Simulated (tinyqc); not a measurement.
UHF in the sto-6g basis, for NH, spin multiplicity 3, step by step (part 2 of 2). This run ends on a higher stationary point, not on the lowest solution. Computed by tinyqc, a small Python program that keeps every step (integrals from PySCF). Command: `OMP_NUM_THREADS=1 python tinyqc.py 25636 25637 out.jsonl` (the two numbers bound the seeds that draw the settings). One thread of a shared host (Intel(R) Xeon(R) Processor @ 2.60GHz), about 0.2 s of CPU time with the checks.

Geometry (angstrom):
```
atom         x         y         z
N     0.000000  0.000000  0.000000
H     0.000000  0.000000  1.634000
```

## Iteration 3: building the Fock matrix

D(alpha) after iteration 2, lower triangle:
```
            1N 1s      1N 2s    1N 2px    1N 2py    1N 2pz     2H 1s
1N 1s    1.055634
1N 2s   -0.243222   1.065484
1N 2px   0.000000   0.000000  1.000000
1N 2py   0.000000   0.000000  0.000000  1.000000
1N 2pz   0.017422  -0.096227  0.000000  0.000000  0.478381
2H 1s    0.007493  -0.061710  0.000000  0.000000  0.415027  0.360523
```

D(beta) after iteration 2, lower triangle:
```
            1N 1s      1N 2s    1N 2px    1N 2py    1N 2pz     2H 1s
1N 1s    1.055631
1N 2s   -0.243406   1.067659
1N 2px   0.000000   0.000000  0.000000
1N 2py   0.000000   0.000000  0.000000  0.000000
1N 2pz   0.021182  -0.112590  0.000000  0.000000  0.295909
2H 1s    0.011542  -0.089428  0.000000  0.000000  0.404257  0.556329
```

core Hamiltonian H = T + V (hartree), lower triangle:
```
             1N 1s      1N 2s     1N 2px     1N 2py     1N 2pz      2H 1s
1N 1s   -24.760921
1N 2s    -5.400098  -6.515985
1N 2px    0.000000   0.000000  -5.234128
1N 2py    0.000000   0.000000   0.000000  -5.234128
1N 2pz   -0.006431  -0.077234   0.000000   0.000000  -5.273614
2H 1s    -0.340764  -0.987759   0.000000   0.000000  -0.906695  -2.732850
```

Two-electron integrals (ij|kl) in chemists' order, unique and non-zero (hartree):
```
(11|11) 4.168742   (21|11) 0.583648   (21|21) 0.104114   (22|11) 0.968487
(22|21) 0.214450   (22|22) 0.708398   (31|31) 0.022075   (32|31) 0.033611
(32|32) 0.156576   (33|11) 0.968488   (33|21) 0.214450   (33|22) 0.708398
(33|33) 0.763241   (41|41) 0.022075   (42|41) 0.033611   (42|42) 0.156576
(43|43) 0.041133   (44|11) 0.968488   (44|21) 0.214450   (44|22) 0.708398
(44|33) 0.680975   (44|44) 0.763241   (51|51) 0.022075   (52|51) 0.033611
(52|52) 0.156576   (53|53) 0.041133   (54|54) 0.041133   (55|11) 0.968488
(55|21) 0.214450   (55|22) 0.708398   (55|33) 0.680975   (55|44) 0.680975
(55|55) 0.763241   (61|11) 0.038641   (61|21) 0.006624   (61|22) 0.013406
(61|33) 0.013371   (61|44) 0.013371   (61|51) 0.000372   (61|52) 0.000740
(61|55) 0.013475   (61|61) 0.000431   (62|11) 0.122900   (62|21) 0.027730
(62|22) 0.105110   (62|33) 0.102855   (62|44) 0.102855   (62|51) 0.002465
(62|52) 0.020071   (62|55) 0.109620   (62|61) 0.001798   (62|62) 0.022862
(63|31) 0.002589   (63|32) 0.015666   (63|53) 0.003771   (63|63) 0.002526
(64|41) 0.002589   (64|42) 0.015666   (64|54) 0.003771   (64|64) 0.002526
(65|11) 0.111598   (65|21) 0.025464   (65|22) 0.102179   (65|33) 0.097779
(65|44) 0.097779   (65|51) 0.004428   (65|52) 0.032860   (65|55) 0.110980
(65|61) 0.001706   (65|62) 0.026540   (65|65) 0.032780   (66|11) 0.323074
(66|21) 0.074086   (66|22) 0.320367   (66|33) 0.309210   (66|44) 0.309210
(66|51) 0.006291   (66|52) 0.072610   (66|55) 0.342680   (66|61) 0.004811
(66|62) 0.099954   (66|65) 0.128459   (66|66) 0.774999
```

nuclear repulsion = 2.26697704 hartree

J_ij = sum D_kl (ij|kl) with D = D(alpha) + D(beta), K_ij = sum D_kl (ik|jl) for each spin; F = H + J - K(s); E = tr D H + tr D J / 2 - 0.5 sum_s tr D(s) K(s) + E_nn.

Coulomb J (hartree), lower triangle:
```
            1N 1s     1N 2s    1N 2px    1N 2py    1N 2pz     2H 1s
1N 1s   13.429460
1N 2s    2.284828  5.742327
1N 2px   0.000000  0.000000  5.731758
1N 2py   0.000000  0.000000  0.000000  5.731758
1N 2pz  -0.000040  0.051580  0.000000  0.000000  5.763466
2H 1s    0.147306  0.867384  0.000000  0.000000  0.860433  3.038311
```

exchange K(alpha) (hartree), lower triangle:
```
           1N 1s      1N 2s    1N 2px    1N 2py    1N 2pz     2H 1s
1N 1s   4.282621
1N 2s   0.667444   1.160775
1N 2px  0.000000   0.000000  0.999979
1N 2py  0.000000   0.000000  0.000000  0.999979
1N 2pz  0.000655  -0.017546  0.000000  0.000000  0.721116
2H 1s   0.048187   0.201297  0.000000  0.000000  0.264313  0.413394
```

exchange K(beta) (hartree), lower triangle:
```
           1N 1s      1N 2s    1N 2px    1N 2py    1N 2pz     2H 1s
1N 1s   4.234465
1N 2s   0.594058   0.818957
1N 2px  0.000000   0.000000  0.187994
1N 2py  0.000000   0.000000  0.000000  0.187994
1N 2pz  0.000188  -0.030380  0.000000  0.000000  0.502150
2H 1s   0.042264   0.171587  0.000000  0.000000  0.252693  0.545033
```

F(alpha) (hartree), lower triangle:
```
             1N 1s      1N 2s     1N 2px     1N 2py     1N 2pz      2H 1s
1N 1s   -15.614083
1N 2s    -3.782714  -1.934433
1N 2px    0.000000   0.000000  -0.502349
1N 2py    0.000000   0.000000   0.000000  -0.502349
1N 2pz   -0.007125  -0.008107   0.000000   0.000000  -0.231263
2H 1s    -0.241645  -0.321672   0.000000   0.000000  -0.310575  -0.107933
```

F(beta) (hartree), lower triangle:
```
             1N 1s      1N 2s    1N 2px    1N 2py     1N 2pz      2H 1s
1N 1s   -15.565927
1N 2s    -3.709328  -1.592615
1N 2px    0.000000   0.000000  0.309637
1N 2py    0.000000   0.000000  0.000000  0.309637
1N 2pz   -0.006659   0.004727  0.000000  0.000000  -0.012298
2H 1s    -0.235723  -0.291962  0.000000  0.000000  -0.298954  -0.239572
```

total energy of this density = -54.67519067 hartree

## Iteration 3: DIIS over 3 matrices

error matrix X^T (FDS - SDF) X (alpha):
```
          1          2         3         4          5          6
1  0.000000  -0.032355  0.000000  0.000000  -0.038367  -0.012413
2  0.032355   0.000000  0.000000  0.000000  -0.030515  -0.017575
3  0.000000   0.000000  0.000000  0.000000   0.000000   0.000000
4  0.000000   0.000000  0.000000  0.000000   0.000000   0.000000
5  0.038367   0.030515  0.000000  0.000000   0.000000  -0.009133
6  0.012413   0.017575  0.000000  0.000000   0.009133   0.000000
```

B (overlaps of the stored error matrices), lower triangle:
```
                1              2              3
1   1.3505297e-01
2  -6.6437616e-02  1.1565466e-01
3  -4.8193738e-03  2.8581767e-02  1.1264046e-02
```

Minimise |sum c_i e_i|^2 with sum c_i = 1: solve [B -1; -1 0][c; lambda] = [0; -1] with B_ij = tr e_i^T e_j summed over both spins, and take F = sum c_i F_i.

DIIS coefficients: -0.052732  -0.307937  1.360668

extrapolated F(alpha) (hartree), lower triangle:
```
             1N 1s      1N 2s     1N 2px     1N 2py     1N 2pz      2H 1s
1N 1s   -15.587479
1N 2s    -3.778049  -1.922140
1N 2px    0.000000   0.000000  -0.486327
1N 2py    0.000000   0.000000   0.000000  -0.486327
1N 2pz   -0.009418  -0.011271   0.000000   0.000000  -0.245414
2H 1s    -0.241563  -0.326904   0.000000   0.000000  -0.322389  -0.107191
```

extrapolated F(beta) (hartree), lower triangle:
```
             1N 1s      1N 2s    1N 2px    1N 2py     1N 2pz      2H 1s
1N 1s   -15.538501
1N 2s    -3.703477  -1.574938
1N 2px    0.000000   0.000000  0.327139
1N 2py    0.000000   0.000000  0.000000  0.327139
1N 2pz   -0.008829   0.007050  0.000000  0.000000  -0.002016
2H 1s    -0.235567  -0.298180  0.000000  0.000000  -0.313659  -0.265160
```

## Iteration 3: diagonalisation and new density

X:
```
                1          2          3         4          5         6
1N 1s   -0.485184   0.642543   0.000000  0.000000  -0.524949  0.364547
1N 2s    0.751784  -0.390067   0.000000  0.000000  -0.334394  0.522083
1N 2px   0.000000   0.000000  -0.108347  0.994113   0.000000  0.000000
1N 2py   0.000000   0.000000   0.994113  0.108347   0.000000  0.000000
1N 2pz   0.448219   0.638583   0.000000  0.000000   0.591158  0.301447
2H 1s   -0.707932  -0.450286   0.000000  0.000000   0.378953  0.495437
```

Diagonalise F' = X^T F X, C = X C', fill 5 alpha and 3 beta electrons from the bottom; D(s) = C_occ C_occ^T. Each column has its largest component positive (the first on a tie).

F' = X^T F X (alpha) (hartree), lower triangle:
```
           1          2          3          4          5          6
1  -1.719493
2   3.063725  -4.747675
3   0.000000   0.000000  -0.486327
4   0.000000   0.000000   0.000000  -0.486327
5  -2.779217   4.866334   0.000000   0.000000  -5.893135
6   2.039915  -3.975114   0.000000   0.000000   4.635461  -4.440407
```

orbital energies (alpha) (hartree): MO1 -15.590495, MO2 -1.066470, MO3 -0.486327, MO4 -0.486327, MO5 -0.400520, MO6 0.256774

coefficients C (alpha):
```
              MO1        MO2       MO3        MO4        MO5        MO6
1N 1s    0.996473  -0.247098  0.000000   0.000000   0.031650   0.041375
1N 2s    0.015030   1.011237  0.000000   0.000000  -0.164750  -0.227494
1N 2px   0.000000   0.000000  0.480750   0.876858   0.000000   0.000000
1N 2py   0.000000   0.000000  0.876858  -0.480750   0.000000   0.000000
1N 2pz   0.000960   0.018762  0.000000   0.000000   0.765595  -0.680101
2H 1s   -0.001735   0.065624  0.000000   0.000000   0.506422   0.912259
```

F' = X^T F X (beta) (hartree), lower triangle:
```
           1          2         3         4          5          6
1  -1.616307
2   3.012747  -4.651826
3   0.000000   0.000000  0.327139
4   0.000000   0.000000  0.000000  0.327139
5  -2.745459   5.007822  0.000000  0.000000  -5.765623
6   2.262985  -3.943439  0.000000  0.000000   4.557249  -4.302003
```

orbital energies (beta) (hartree): MO1 -15.539898, MO2 -0.751097, MO3 -0.349188, MO4 0.304423, MO5 0.327139, MO6 0.327139

coefficients C (beta):
```
              MO1        MO2        MO3        MO4        MO5       MO6
1N 1s    0.997648  -0.233556   0.070577  -0.043581   0.000000  0.000000
1N 2s    0.010123   0.965375  -0.344381   0.225991   0.000000  0.000000
1N 2px   0.000000   0.000000   0.000000   0.000000  -0.561839  0.827247
1N 2py   0.000000   0.000000   0.000000   0.000000   0.827247  0.561839
1N 2pz   0.000791   0.029050   0.521477   0.881047   0.000000  0.000000
2H 1s   -0.001195   0.198136   0.742545  -0.708771   0.000000  0.000000
```

D(alpha) after iteration 3, lower triangle:
```
            1N 1s      1N 2s    1N 2px    1N 2py    1N 2pz     2H 1s
1N 1s    1.055018
1N 2s   -0.240112   1.049968
1N 2px   0.000000   0.000000  1.000000
1N 2py   0.000000   0.000000  0.000000  1.000000
1N 2pz   0.020551  -0.107144  0.000000  0.000000  0.586488
2H 1s   -0.001917  -0.017097  0.000000  0.000000  0.388943  0.260772
```

D(beta) after iteration 3, lower triangle:
```
            1N 1s      1N 2s    1N 2px    1N 2py    1N 2pz     2H 1s
1N 1s    1.054831
1N 2s   -0.239676   1.050649
1N 2px   0.000000   0.000000  0.000000
1N 2py   0.000000   0.000000  0.000000  0.000000
1N 2pz   0.030809  -0.151534  0.000000  0.000000  0.272783
2H 1s    0.004939  -0.064454  0.000000  0.000000  0.392975  0.590632
```

Within a degenerate level the vectors are fixed only up to a rotation; this is one choice.

## Iteration 13 (converged): orbitals

converged F(alpha) (hartree), lower triangle:
```
             1N 1s      1N 2s     1N 2px     1N 2py     1N 2pz      2H 1s
1N 1s   -15.576793
1N 2s    -3.769104  -1.884845
1N 2px    0.000000   0.000000  -0.475201
1N 2py    0.000000   0.000000   0.000000  -0.475201
1N 2pz   -0.010474  -0.015855   0.000000   0.000000  -0.070848
2H 1s    -0.240429  -0.324189   0.000000   0.000000  -0.310570  -0.274777
```

converged F(beta) (hartree), lower triangle:
```
             1N 1s      1N 2s    1N 2px    1N 2py     1N 2pz      2H 1s
1N 1s   -15.536186
1N 2s    -3.710810  -1.599856
1N 2px    0.000000   0.000000  0.322516
1N 2py    0.000000   0.000000  0.000000  0.322516
1N 2pz   -0.009376   0.013023  0.000000  0.000000  -0.177744
2H 1s    -0.236030  -0.304832  0.000000  0.000000  -0.299682  -0.096535
```

As before.

F' = X^T F X (alpha) (hartree), lower triangle:
```
           1          2          3          4          5          6
1  -1.763584
2   3.042472  -4.709948
3   0.000000   0.000000  -0.475201
4   0.000000   0.000000   0.000000  -0.475201
5  -2.698845   4.964254   0.000000   0.000000  -5.839317
6   2.132629  -3.907780   0.000000   0.000000   4.626755  -4.447020
```

orbital energies (alpha) (hartree): MO1 -15.579617, MO2 -1.033026, MO3 -0.475201, MO4 -0.475201, MO5 -0.377623, MO6 0.230398

coefficients C (alpha):
```
              MO1        MO2       MO3        MO4        MO5        MO6
1N 1s    0.996594  -0.245373  0.000000   0.000000   0.047114  -0.033222
1N 2s    0.014535   1.004642  0.000000   0.000000  -0.243194   0.181828
1N 2px   0.000000   0.000000  0.098662   0.995121   0.000000   0.000000
1N 2py   0.000000   0.000000  0.995121  -0.098662   0.000000   0.000000
1N 2pz   0.001024   0.022300  0.000000   0.000000   0.544800   0.867019
2H 1s   -0.001744   0.088230  0.000000   0.000000   0.739370  -0.733847
```

F' = X^T F X (beta) (hartree), lower triangle:
```
           1          2         3         4          5          6
1  -1.573134
2   3.011078  -4.701987
3   0.000000   0.000000  0.322516
4   0.000000   0.000000  0.000000  0.322516
5  -2.833688   4.905497  0.000000  0.000000  -5.801430
6   2.172831  -4.004327  0.000000  0.000000   4.571146  -4.283531
```

orbital energies (beta) (hartree): MO1 -15.537748, MO2 -0.768408, MO3 -0.341698, MO4 0.287772, MO5 0.322516, MO6 0.322516

coefficients C (beta):
```
              MO1        MO2        MO3        MO4        MO5       MO6
1N 1s    0.997508  -0.238329   0.043121   0.055214   0.000000  0.000000
1N 2s    0.010714   0.986454  -0.215702  -0.286335   0.000000  0.000000
1N 2px   0.000000   0.000000   0.000000   0.000000   0.999922  0.012508
1N 2py   0.000000   0.000000   0.000000   0.000000  -0.012508  0.999922
1N 2pz   0.000846   0.008332   0.747292  -0.700365   0.000000  0.000000
2H 1s   -0.001263   0.146068   0.524860   0.892285   0.000000  0.000000
```

D(alpha) after iteration 13, lower triangle:
```
            1N 1s      1N 2s    1N 2px    1N 2py    1N 2pz     2H 1s
1N 1s    1.055626
1N 2s   -0.243484   1.068660
1N 2px   0.000000   0.000000  1.000000
1N 2py   0.000000   0.000000  0.000000  1.000000
1N 2pz   0.021216  -0.110073  0.000000  0.000000  0.297305
2H 1s    0.011448  -0.091197  0.000000  0.000000  0.404774  0.554456
```

D(beta) after iteration 13, lower triangle:
```
            1N 1s      1N 2s    1N 2px    1N 2py    1N 2pz     2H 1s
1N 1s    1.053681
1N 2s   -0.233715   1.019734
1N 2px   0.000000   0.000000  0.000000
1N 2py   0.000000   0.000000  0.000000  0.000000
1N 2pz   0.031082  -0.152964  0.000000  0.000000  0.558516
2H 1s   -0.013439   0.030862  0.000000  0.000000  0.393440  0.296816
```

Within a degenerate level the vectors are fixed only up to a rotation; this is one choice.

## Convergence

Stop when the energy changes by less than 1e-09 hartree and every element of the error matrix X^T (F D S - S D F) X (for each spin) is below 9e-06.

Course of the cycle:
```
iteration   E (hartree)     change  largest element of the error matrix
1          -54.15153148          -                             1.33e-01
2          -54.59317318  -4.42e-01                             1.25e-01
3          -54.67519067  -8.20e-02                             3.84e-02
4          -54.68952388  -1.43e-02                             2.24e-02
5          -54.69523668  -5.71e-03                             2.38e-02
6          -54.66577406   2.95e-02                             7.02e-03
7          -54.66649919  -7.25e-04                             5.39e-03
8          -54.66598279   5.16e-04                             8.06e-04
9          -54.66598579  -3.00e-06                             2.61e-04
10         -54.66598494   8.47e-07                             1.43e-04
11         -54.66598458   3.60e-07                             4.68e-05
12         -54.66598455   3.54e-08                             1.10e-05
13         -54.66598455   7.86e-10                             1.53e-06
```

PySCF UHF in the same basis, after a stability check = -54.73111559 hartree

Converged in 13 iterations. But the solution lies 0.06513 hartree above the reference: it is another stationary point, not the lowest one. Reruns (cap 100 unless said): DIIS 8: converged in 12 to a higher stationary point; damping 0.5: converged in 50; level shift 0.5: converged in 42; atomic densities as start, DIIS 8: converged in 12 to a higher stationary point.

## Populations, bond orders and dipole

overlap S, lower triangle:
```
           1N 1s     1N 2s    1N 2px    1N 2py    1N 2pz     2H 1s
1N 1s   1.000000
1N 2s   0.229416  1.000000
1N 2px  0.000000  0.000000  1.000000
1N 2py  0.000000  0.000000  0.000000  1.000000
1N 2pz  0.000000  0.000000  0.000000  0.000000  1.000000
2H 1s   0.014370  0.197999  0.000000  0.000000  0.211791  1.000000
```

Mulliken: Z minus the diagonal of D S on the atom; Loewdin: the same with S^(1/2) D S^(1/2); Mayer order: 2 sum_s sum (D(s) S)_ij (D(s) S)_ji over the two atoms.

Charges (e):
```
atom   Mulliken    Loewdin  Mulliken spin
1N     0.008352   0.015089       1.763769
2H    -0.008352  -0.015089       0.236231
```

Mayer bond orders:
```
pair     order
2-1   0.944125
```

dipole moment about the origin, x y z (debye): 0.000000  0.000000  0.495007

<S^2> of the determinant (pure state: 2) = 2.066800
